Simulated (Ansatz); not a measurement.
**BNH4 (triplet): the correlation ladder at distance B1–H4 along a hydrogen transfer = 1.280 Å, cc-pVDZ**

An exercise on one series of results from a longer session: the logs are not shown, and one member is left open.

Computed with Ansatz 0.2.0, Gaussian basis. Level: cc-pVDZ, core rule «outside noble gas», up to 2 orbitals frozen.

The runs, in order: UHF; CCSD(T) on ROHF; CCSD(T) on UHF; BCCD(T) on ROHF; CISD; CCSDT(Q) on ROHF; CCSDT(Q) on UHF; CASSCF and MRCISD+Q, 4 electrons in 4 orbitals; CASSCF and NEVPT2, 4 electrons in 4 orbitals.

7 further runs of the same task are left out: 1 for a mislabelled method, 5 that didn't finish, 1 set aside as unsound or not needed.

### What is computed

The geometry derives from fragments relaxed apart (PBE0/def2-TZVP) and kept rigid, so it is no stationary point. A hydrogen atom is moved between rigid fragments.

6 atoms, charge 0, spin multiplicity 3.

Atoms are counted from 1 here; the program's logs count them from 0.

Bond lengths: B1–H2 1.193 Å, B1–H3 1.193 Å, B1–H4 1.280 Å, N5–H6 1.040 Å. Angles: H2–B1–H3 120.0°, H2–B1–H4 120.0°, H3–B1–H4 120.0°.

As a file:

```
atom    x (Å)    y (Å)   z (Å)
  B1  -1.4895   0.0351  0.0000
  H2  -2.0862   1.0687  0.0000
  H3  -2.0862  -0.9985  0.0000
  H4  -0.2095   0.0351  0.0000
  N5   1.3485   0.0351  0.0000
  H6   1.6176  -0.9691  0.0000
```

The first run:

The input, in.yaml:

```yaml
crystal:
  periodic: [false, false, false]
  atoms:
    - {symbol: B, position_ang: [-1.489456, 0.035086, 0.000000]}
    - {symbol: H, position_ang: [-2.086189, 1.068657, 0.000000]}
    - {symbol: H, position_ang: [-2.086189, -0.998486, 0.000000]}
    - {symbol: H, position_ang: [-0.209456, 0.035086, 0.000000]}
    - {symbol: N, position_ang: [1.348544, 0.035086, 0.000000]}
    - {symbol: H, position_ang: [1.617626, -0.969141, 0.000000]}
basis:
  gaussian: {orbitals: cc-pVDZ}
magnetization: {spin_polarized: true, initial_magnetization: 2}
hamiltonian: {xc: hf}
output: {orbitals: {seedname: orbitals}}
```

The run is started by

```console
$ ansatz run in.yaml --threads 1 --pin off --events-out ev --progress --plain --max-ram 2393MiB
```

Steps of the session up to this table: UHF; CCSD(T) on ROHF; CCSD(T) on UHF; BCCD(T) on ROHF; CISD; CCSDT(Q) on ROHF; CCSDT(Q) on UHF; CASSCF and MRCISD+Q, 4 electrons in 4 orbitals; CASSCF and NEVPT2, 4 electrons in 4 orbitals.

One table of the session follows, with a row left open; its other results are not shown here.

It belongs to the step «Misses and costs». 

```
       method  from UCCSDT(Q) (kcal/mol)
         ROHF                    +165.86
          UHF                    +160.42
         RMP2                     +30.96
         UMP2                     +30.82
         CISD                     +15.14
        RCCSD                      +3.46
        UCCSD                      +3.38
     RCCSD(T)                      +0.69
     UCCSD(T)                      +0.67
      BCCD(T)                      +0.70
       RCCSDT                      +0.16
       UCCSDT                      +0.13
    RCCSDT(Q)                      +0.03
    UCCSDT(Q)                          0
  CASSCF pair                    +151.43
  NEVPT2 pair                     +29.45
  MRCISD pair                          ?
MRCISD+Q pair                      +0.68
```

Q: Estimate the row for MRCISD pair from the others.

As computed: from UCCSDT(Q) (kcal/mol): +13.21. In the column «from UCCSDT(Q) (kcal/mol)» it lies between RCCSD (+3.46) and CISD (+15.14).

Caveats from the session: Restricted and unrestricted rows rest on different reference determinants; where their highest levels disagree by more than a few hundredths of an eV, they describe different states and don't form one ladder.
